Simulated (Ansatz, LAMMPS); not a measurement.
## bcc V: properties by level of theory

Reference values: lattice constant a 3.021 Å (measured, static lattice: zero-point anharmonic expansion removed; as tabulated in Mejia-Rodriguez and Trickey (2018), arXiv:1807.09216); bulk modulus 161 GPa (measured, corrected for temperature and zero-point phonon effects, our sources range from 159 to 166; as tabulated in Levämäki et al. (2014), arXiv:1402.3671).

```csv
level (code),equilibrium lattice constant a (Å),bulk modulus (GPa)
MEAM library.meam-V (LAMMPS),3.040,157
LDA (Ansatz),2.926,209
r²SCAN-D4 (Ansatz),2.976,196
r²SCAN+rVV10 (Ansatz),2.975,197
B3LYP (VWN-RPA form) (Ansatz),2.986,202
r²SCANh (Ansatz),[?],203
```

Some entries are withheld; supply them.


- r²SCANh (Ansatz, an electronic-structure program), equilibrium lattice constant a (Å): 2.968

Differences from the reference values (errors of the level alone only where the reference is corrected to a static lattice):

```csv
level,lattice constant a (%),bulk modulus (%)
MEAM library.meam-V,+0.63,-2.5
LDA,-3.14,+30
r²SCAN-D4,-1.49,+22
r²SCAN+rVV10,-1.52,+22
B3LYP (VWN-RPA form),-1.16,+25
r²SCANh,-1.75,+26
```

Nearest: lattice constant a, MEAM library.meam-V; bulk modulus, MEAM library.meam-V.

Empirical potentials (MEAM library.meam-V) are fitted to chosen data: where that held the value shown, agreement is built in, and what lay outside the fit can be far off.

Ansatz's density-functional and Hartree–Fock values are scalar-relativistic unless marked +SOC, with PAW data made under PBE.

The crystal itself was run without spin with LDA, r²SCAN-D4, r²SCAN+rVV10, B3LYP (VWN-RPA form), r²SCANh; a magnetic state was not tried in these runs.

Differences are worked out from the printed values.
